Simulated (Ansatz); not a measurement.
**CH3 (methyl radical): a two-point extrapolation**

CH3: 4 atoms, total charge 0, spin state doublet. As SMILES, `[CH3]`. Geometry: relaxed at PBE0-D4/def2-TZVP.

MP2 energies, 1 core orbital frozen (Ansatz 0.2.0):

| basis | X | functions | Hartree–Fock (Eh) | correlation (Eh) |
| --- | --- | --- | --- | --- |
| cc-pVDZ | 2 | 29 | -39.563815 | -0.126637 |
| cc-pVTZ | 3 | 72 | -39.577436 | -0.158188 |

The correlation energy converges as X⁻³, the Hartree–Fock energy about exponentially.

Task: Estimate the basis-set limit from the two largest sets.

Result: 
1. Correlation: E(∞) = (3³ E(3) − 2³ E(2))/(3³ − 2³) = (27 × (-0.158188) − 8 × (-0.126637))/19 = -0.171473 Eh.
2. Hartree–Fock: take the larger basis, -39.577436 Eh; it moved by -13.62 mEh in the last step.
3. Total: -39.577436 + (-0.171473) = -39.748909 Eh.
4. cc-pVTZ holds 92.3 % of the extrapolated correlation energy, cc-pVDZ 73.9 %.

This is an estimate of the method's limit, not an exact energy. Double-zeta sets lie outside the range where X⁻³ holds well, so a D–T extrapolation is rough.
